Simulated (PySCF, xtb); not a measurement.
CHO, SMILES [CH]=O (connectivity only; charge and spin as stated), charge +1, multiplicity 1.

xtb with GFN2-xTB at its own geometry gives an orbital gap of 7.21 eV.

Geometry: B3LYP-D3(BJ)/def2-TZVPD. The isomer is the one that the SMILES or the coordinates give; other isomers of the formula were not compared.

Task: What does M06-2X/def2-TZVPD (PySCF) give? (The exact figures need the calculation; the answer reports its results.)

Result: gap 15.75 eV (levels -24.52 and -8.76 eV).
